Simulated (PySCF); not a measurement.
**LiS⁺: from constants to spectrum**

UHF-CCSD(T) constants of LiS⁺, ³Σ⁻ (triplet), unpaired electrons π ↑↑ (Li 6-311G(d,p), S 6-311G(d,p); no relativity (PySCF 2.14); masses 7.0160 and 31.9721 u):

```
ωe            : 366.4 cm⁻¹
ωexe          : 4.47 cm⁻¹
Be            : 0.48751 cm⁻¹
αe            : 0.00817 cm⁻¹
De to Li⁺ + S : 0.88 eV
```

(1) What force constant and bond length do these constants imply?

(2) Estimate the centrifugal constant D from the Kratzer relation and find the Dunham coefficient a1.

Correlated steps freeze 5 core orbitals. For an ion De counts to the pair picked by the measured ionisation energies or electron affinities, which need not be the lowest pair at this level. The state is the lowest determinant that a PBE0 search found; another state may lie lower at other levels.

## Answers

(1) Reduced mass μred = 5.7535 u; k = 5.8918×10⁻⁷·μred·ωe² (u, cm⁻¹, mdyn/Å) = 0.455 mdyn/Å; Re = √(16.8576/(μred·Be)) (u, cm⁻¹, Å) = 2.452 Å.

(2) D = 4Be³/ωe² = 3.45e-06 cm⁻¹; a1 = −1 − αeωe/(6Be²) = -3.10.
